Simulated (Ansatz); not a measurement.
in.yaml

```yaml
crystal:
  periodic: [false, false, false]
  atoms:
    - {symbol: Br, position_ang: [0.000000, 0.000000, 0.000000]}
    - {symbol: Be, position_ang: [0.000000, 0.000000, 2.804000]}
basis:
  gaussian: {orbitals: cc-pVDZ}
total_charge: 1
magnetization: {spin_polarized: true, initial_magnetization: 2}
correlation: {method: ccsd_t, electrons: outside_noble_gas}
```

```sh
$ ansatz run in.yaml --threads 1 --pin off --events-out ev --progress --plain --max-ram 2393MiB
```

Log:

```
445 factors; integrals over basis functions are off by at most 8.4e-4 eV
mean field evaluation 1: about -70385.9773 eV, gradient 9.6e0 eV
mean field evaluation 2: about -70385.9852 eV, gradient 9.6e0 eV
mean field evaluation 4: about -70386.8140 eV, gradient 1.2e0 eV
mean field evaluation 8: about -70386.8763 eV, gradient 1.7e-1 eV
mean field evaluation 16: about -70386.7063 eV, gradient 3.2e0 eV
mean field evaluation 32: about -70386.2069 eV, gradient 7.8e0 eV
mean field evaluation 64: about -70386.8775 eV, gradient 2.1e-6 eV
mean field evaluation 96: about -70383.2289 eV, gradient 3.9e0 eV
mean field evaluation 128: about -70383.4060 eV, gradient 7.9e-1 eV
mean field evaluation 160: about -70386.8775 eV, gradient 2.6e-4 eV
mean field evaluation 192: about -70383.4085 eV, gradient 5.2e-1 eV
mean field evaluation 224: about -70383.3610 eV, gradient 4.9e-1 eV
mean field -70386.87751709 eV, -2586.6700388140 hartree, gradient 2.1e-6 eV, S^2 2.009539; 8 other end points of the search recorded, 0 dependent functions left out
determinant -70386.87751709 eV, -2586.6700388140 hartree, with singles and doubles -70390.01130639 eV, -2586.7852034465 hartree
determinant -70385.86016599 eV, -2586.6326518504 hartree, with singles and doubles -70388.91619237 eV, -2586.7449587484 hartree
determinant -70383.42502324 eV, -2586.5431620052 hartree, with singles and doubles -70386.64448863 eV, -2586.6614751761 hartree
15 core orbitals not correlated: weight in the atoms' cores, before any rotation towards them, 1.000 or more for the frozen orbitals, at most 0.000 for the correlated occupied ones
reference -70386.87751709 eV, -2586.6700388140 hartree; 5, 3 occupied and 21, 23 virtual orbitals, 445 factors
second order -2.69315138 eV of doubles, -0.00000000 eV of singles
cycle   1  -3.13405300 eV  change   -2.6e-2 eV  update   1.3e-2
cycle   2  -3.13842890 eV  change   -4.4e-3 eV  update   4.9e-3
cycle   3  -3.14025160 eV  change   -1.8e-3 eV  update   2.5e-3
cycle   4  -3.14157103 eV  change   -1.3e-3 eV  update   1.1e-3
cycle   5  -3.14192250 eV  change   -3.5e-4 eV  update   4.8e-4
cycle   6  -3.14203402 eV  change   -1.1e-4 eV  update   2.0e-4
cycle   7  -3.14205040 eV  change   -1.6e-5 eV  update   6.8e-5
cycle   8  -3.14204872 eV  change    1.7e-6 eV  update   2.4e-5
cycle   9  -3.14204844 eV  change    2.8e-7 eV  update   9.6e-6
perturbative correction -0.05154529 eV, -0.0018942543 hartree
Total energy: -70390.07111082 eV, -2586.7874012188 hartree
```

For the same geometry and basis UCCSDT(Q) lies 16.0 meV lower.

Ran on 1 thread of AMD EPYC, shared host: 7.5 s wall, 0.16 GiB peak host memory.
